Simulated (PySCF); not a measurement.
Coordinates in bohr (charge 1 multiplicity 3):
```
Cl    0.0000    0.0000   -0.7324
Mg    4.3351    0.0000    0.5573
Mg   -4.3351    0.0000    0.5573
```

All numbers come from UPBE0/[Cl def2-TZVP, Mg def2-TZVP], no relativity, density fitting, PySCF.

This geometry of [Mg2Cl]+ is a stationary point at this level.

Problem. What is the point group?

Solution. C2v.

Problem. Is it a minimum?

Solution. Yes: all harmonic wavenumbers are real, though the softest, 45 cm⁻¹, leaves little margin.

Problem. Which band is strongest in the infrared?

Solution. 328 cm⁻¹ (b2), 280 km/mol.

Problem. Give the atomic charges and bond orders.

Solution. 
```
 atom  Mulliken  Löwdin  polar tensor  spin (Mulliken)  Mayer order to Cl1
  Cl1     -0.46    0.14         -0.76             0.04                   –
Mg2,3      0.73    0.43          0.88             0.98                0.45
```

This need not be the most stable arrangement of these atoms.
